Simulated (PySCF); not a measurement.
**Basis-set dependence of population analyses: difluoroacetylene**

Species: difluoroacetylene, C₂F₂.
Geometry (PBE0-D3(BJ)/def2-SVP, Å), atoms numbered from 1 in this order:
```
atom  x, y, z in Å
F1    -1.4171   -1.1728    0.1522
C2    -0.4515   -0.3736   -0.1001
C3     0.4515    0.3736   -0.3357
F4     1.4171    1.1728   -0.5881
```

PBE0 throughout (PySCF), one geometry, spherical d and f functions. Geometry: PBE0-D3(BJ)/def2-SVP; no solvent, vibrations or thermal averaging. Atoms taken as equivalent share a column and are averaged.

Mulliken charges (e):

```
        basis  functions   F1/F4   C2/C3
       STO-3G         20  -0.018  +0.018
        6-31G         36  -0.250  +0.250
       6-31G*         56  -0.217  +0.217
     def2-SVP         56  -0.112  +0.112
6-311+G(2d,p)        108  -0.400  +0.400
    def2-TZVP        124  -0.133  +0.133
```

IAO charges (e):

| basis | functions | F1/F4 | C2/C3 |
| --- | --- | --- | --- |
| STO-3G | 20 | -0.030 | +0.030 |
| 6-31G | 36 | -0.151 | +0.151 |
| 6-31G* | 56 | -0.165 | +0.165 |
| def2-SVP | 56 | -0.163 | +0.163 |
| 6-311+G(2d,p) | 108 | -0.173 | +0.173 |
| def2-TZVP | 124 | -0.173 | +0.173 |

Hirshfeld charges (e):

| basis | functions | F1/F4 | C2/C3 |
| --- | --- | --- | --- |
| STO-3G | 20 | +0.045 | -0.045 |
| 6-31G | 36 | -0.013 | +0.013 |
| 6-31G* | 56 | -0.003 | +0.003 |
| def2-SVP | 56 | -0.005 | +0.005 |
| 6-311+G(2d,p) | 108 | -0.014 | +0.014 |
| def2-TZVP | 124 | -0.013 | +0.013 |

**Question.** Which scheme is steadiest as the basis changes?

**Answer.** Largest range over the bases for any column: Hirshfeld 0.06 e, IAO 0.14 e, Mulliken 0.38 e. Hirshfeld charges move least and Mulliken charges most, counted in e. Without the minimal STO-3G basis the ranges are Hirshfeld 0.01, IAO 0.02, Mulliken 0.29 e.

**Question.** How much do the charges still move between the two largest bases, 6-311+G(2d,p) and def2-TZVP?

**Answer.** At most, over all atoms: Mulliken 0.267 e, IAO 0.000 e, Hirshfeld 0.002 e.

**Question.** What do the same runs give for the total energy and the frontier levels?

**Answer.** 
| basis | energy (Eh) | HOMO (eV) | LUMO (eV) |
| --- | --- | --- | --- |
| STO-3G | -271.6818 | -4.66 | 5.86 |
| 6-31G | -275.3875 | -8.19 | 1.09 |
| 6-31G* | -275.4583 | -7.79 | 1.63 |
| def2-SVP | -275.2589 | -8.11 | 1.49 |
| 6-311+G(2d,p) | -275.5566 | -8.25 | 0.06 |
| def2-TZVP | -275.5866 | -8.17 | 0.83 |
